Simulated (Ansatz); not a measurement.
Species: C₂H₆S, SMILES `CSC` with one electron removed (charge 1, multiplicity 2), formula C₂H₆S.

Question: How many basis functions does Ansatz (an electronic-structure program) with frozen-core CCSD(T)/cc-pVTZ // PBE0-D3(BJ)/def2-SVP use, how many core orbitals are frozen, and how many electrons are correlated?

Answer: 178 basis functions and 7 frozen orbitals, which leaves 19 correlated electrons. Core time is of the order of minutes.
